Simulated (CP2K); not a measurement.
**UPBE/DZVP-MOLOPT-SR-GTH (core potential) run of triplet CH8Si2**

We compute a single-point energy of triplet CH8Si2. 

Program for the calculation: CP2K 2026.2.

### 1 Starting point

CH8Si2 has 11 atoms, charge 0, and is taken as a triplet. SMILES of the parent species: `[SiH3]C[SiH3]`. Geometry: relaxed at PBE0-D4/def2-TZVP. That shape belongs to the parent species and isn't relaxed for this state.

Bond lengths: Si1–C2 1.872 Å, C2–Si3 1.872 Å, Si1–H4 1.488 Å, Si1–H5 1.487 Å, Si1–H6 1.487 Å, C2–H7 1.095 Å, C2–H8 1.095 Å, Si3–H9 1.487 Å, Si3–H10 1.487 Å, Si3–H11 1.488 Å. Some angles: Si1–C2–Si3 114.4°, Si1–C2–H7 108.8°, Si1–C2–H8 108.8°, Si3–C2–H7 108.8°, Si3–C2–H8 108.8°, C2–Si1–H4 111.1°, C2–Si1–H5 110.2°, C2–Si1–H6 110.2°, C2–Si3–H9 110.2°, C2–Si3–H10 110.2°.

### 2 The energy at UPBE/DZVP-MOLOPT-SR-GTH (core potential)

molecule.inp

```
&GLOBAL
 PROJECT_NAME molecule
 RUN_TYPE ENERGY
 PRINT_LEVEL MEDIUM
&END

&FORCE_EVAL
 METHOD Quickstep
 &DFT
  BASIS_SET_FILE_NAME BASIS_MOLOPT
  POTENTIAL_FILE_NAME GTH_POTENTIALS
  CHARGE 0
  MULTIPLICITY 3
  LSD T
  &QS
   METHOD GPW
   EPS_DEFAULT 1.0E-10
  &END
  &MGRID
   CUTOFF 400
   REL_CUTOFF 50
   NGRIDS 4
  &END
  &POISSON
   PERIODIC NONE
   POISSON_SOLVER MULTIPOLE
  &END
  &SCF
   SCF_GUESS ATOMIC
   EPS_SCF 1.0E-05
   MAX_SCF 40
   &OT ON
    MINIMIZER DIIS
    PRECONDITIONER FULL_ALL
   &END
   &OUTER_SCF
    EPS_SCF 1.0E-05
    MAX_SCF 2
   &END
  &END
  &XC
   &XC_FUNCTIONAL PBE
   &END
  &END
  &PRINT
   &MOMENTS
    PERIODIC F
    REFERENCE COM
    MAX_MOMENT 1
   &END
   &MO_CUBES
    NLUMO 2
    NHOMO -1
    WRITE_CUBE F
   &END
   &HIRSHFELD OFF
   &END
  &END
 &END
 &SUBSYS
  &CELL
   ABC [angstrom] 11.7 11.1 10.4
   PERIODIC NONE
  &END
  &COORD
   SCALED T
   Si   0.40751197   0.58963514   0.43837452
   C    0.48209658   0.44043153   0.43636202
   Si   0.62068803   0.43764775   0.52628317
   H    0.29838205   0.58441712   0.36512163
   H    0.48148376   0.68370721   0.37963413
   H    0.38145983   0.62585946   0.57292067
   H    0.42502308   0.37230721   0.47735433
   H    0.49807094   0.41454054   0.33634471
   H    0.60149744   0.46899640   0.66365529
   H    0.70161795   0.52675225   0.47039952
   H    0.67443846   0.31629279   0.52021298
  &END
  &KIND Si
   BASIS_SET DZVP-MOLOPT-SR-GTH-q4
   POTENTIAL GTH-PBE-q4
  &END
  &KIND C
   BASIS_SET DZVP-MOLOPT-SR-GTH-q4
   POTENTIAL GTH-PBE-q4
  &END
  &KIND H
   BASIS_SET DZVP-MOLOPT-SR-GTH-q1
   POTENTIAL GTH-PBE-q1
  &END
 &END
&END
```

Command:

```sh
OMP_NUM_THREADS=1 cp2k.psmp -i molecule.inp -o molecule.out
```

Log:

```text
CP2K| version string:                                       CP2K version 2026.2
[...]
 GLOBAL| Method name                                                        CP2K
[...]
 GLOBAL| Run type                                                         ENERGY
[...]
 DFT| Spin unrestricted (spin-polarized) Kohn-Sham calculation               UKS
 DFT| Multiplicity                                                             3
[...]
 DFT| Charge                                                                   0
[...]
 FUNCTIONAL| PBE:
 QS| Method:                                                                 GPW
[...]
 QS| Density cutoff [a.u.]:                                                200.0
[...]
 QS| Relative density cutoff [a.u.]:                                        25.0
[...]
                             - Atoms:                                         11
[...]
                             - Spherical basis functions:                     79
[...]
 Number of electrons:                                                         11
[...]
     1 OT DIIS     0.15E+00    3.0     0.09634545       -15.5923989638 -1.56E+01
[...]
    24 OT DIIS     0.15E+00    3.4     0.00000889       -17.9826185922 -1.95E-07
  *** SCF run converged in    24 steps ***
[...]
  Overlap energy of the core charge distribution:               0.00000059686802
  Self energy of the core charge distribution:                -45.13478445400239
  Core Hamiltonian energy:                                     12.58669038839878
  Hartree energy:                                              21.46678226205225
  Exchange-correlation energy:                                 -6.90130738551762
  Total energy:                                               -17.98261859220095
[...]
                     Mulliken Population Analysis
 #  Atom  Element  Kind  Atomic population (alpha,beta) Net charge  Spin moment
       1     Si       1         2.344234     1.781181    -0.125415     0.563053
       2     C        2         2.430185     1.915787    -0.345971     0.514398
       3     Si       1         2.343545     1.781467    -0.125012     0.562079
       4     H        3         0.553483     0.368466     0.078052     0.185017
       5     H        3         0.474403     0.471261     0.054336     0.003142
       6     H        3         0.474240     0.471185     0.054575     0.003056
       7     H        3         0.438731     0.449957     0.111312    -0.011226
       8     H        3         0.438832     0.450038     0.111130    -0.011207
       9     H        3         0.474296     0.471216     0.054488     0.003080
      10     H        3         0.474283     0.471247     0.054469     0.003036
      11     H        3         0.553768     0.368196     0.078036     0.185572
 # Total charge and spin       11.000000     9.000000     0.000000     2.000000
[...]
  Dipole moment [Debye]
    X= -0.7718681E+00 Y= -0.1677605E+01 Z= -0.9735917E+00  Total=      2.0875869
[...]
 HOMO - LUMO gap [eV] :    0.280626
 ENERGY| Total FORCE_EVAL ( QS ) energy [hartree]            -17.982618592200946
[...]
```

It took 3.7 min on 1 thread of Arm Neoverse V1, shared host; peak memory 1.2 GiB.

### 3 Results

Level: UPBE/DZVP-MOLOPT-SR-GTH (core potential).

| quantity | value |
| --- | --- |
| total energy | -17.98262 Eh |
| dipole moment | 2.09 D |
| HOMO energy (highest over α and β) | -0.81 eV |
| ⟨S²⟩ | 2.005 |
